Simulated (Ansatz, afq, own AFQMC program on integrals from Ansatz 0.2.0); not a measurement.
ZrB, sextet in def2-SVP, levels against CCSDT(Q)

```yaml
atoms:
  - { symbol: Zr, position_ang: [0.0000, 0.0000, 0.0000] }
  - { symbol: B, position_ang: [0.0000, 0.0000, 2.1472] }
```

Basis def2-SVP with its core potentials. Only valence electrons are correlated. Ansatz 0.2.0 and our own AFQMC program on the same integrals; the CISD trial comes from CCSD amplitudes, and released means the phaseless constraint is let go. Free projection: walkers drawn from exp(T), propagated without any constraint. Its projection time is finite, and what remains of the start isn't in its error. ± is one standard error of the sampling. No spin–orbit coupling. The metal's outer-core s and p shells are frozen, which shifts wave-function levels against functionals.

Determinant: ROHF, the one that the program's search chose, which needn't be the lowest solution. The geometry is a point of a scan.

No full CI on the walks' own integrals is used here; CCSDT(Q) serves as the reference and is uncertain by about the last step of the cluster series.

Cautions: no spin-orbit coupling; outer-core shells of the metal frozen; lower spins were not checked; higher spins were not checked; raised T1 diagnostic (T1 0.047, weight of the determinant 0.87, largest double 0.08); (T) is large, 6 % of the CCSD correlation; CCSDT(Q) on the UHF determinant differs (66 meV lower), by its state or its frozen core.

- T1 diagnostic: 0.0472
- weight of the determinant in the CISD state: 0.869
- size of the correlated space: 7 electrons in 40 orbitals

| level | correlation energy (eV) |
| --- | --- |
| MP2 | -2.8120 |
| CCSD | -3.3348 |
| CCSD(T) | -3.5362 |

Task: Estimate where free-projection AFQMC lies against CCSD(T) on the same integrals.

Result: 3.6 ± 1.6 kJ/mol below CCSD(T).

Reference: CCSDT(Q), correlation energy -3.587 eV. The released energy is read at 4.20 1/Eh (meV from the phaseless value at times in 1/Eh: -45 ± 16 at 0.60, -60 ± 15 at 1.20, -85 ± 18 at 2.00, -97 ± 19 at 3.00, -85 ± 23 at 4.20).

| level | E − E(reference) (kJ/mol) | share of correlation (%) |
| --- | --- | --- |
| CCSD(T) | 4.9 | 98.59 |
| CCSDT | 1.3 | 99.62 |
| ph-AFQMC/HF | 37.7 ± 4.8 | 89.11 |
| ph-AFQMC/CISD | 9.0 ± 1.2 | 97.40 |
| released AFQMC | 0.8 ± 2.2 | 99.76 |
| free AFQMC | 1.3 ± 1.6 | 99.63 |

Free projections are given only where their last times agree within the noise and don't stop above the reference; a slow remainder of the start can still hide under it. A walk keeps the symmetry of its determinant, which the program's search chose and which needn't be the lowest solution, so a lower state of the same spin and another symmetry isn't excluded. Released energies are given only where the last usable release times agree within the noise; a slower fall can still hide under it.
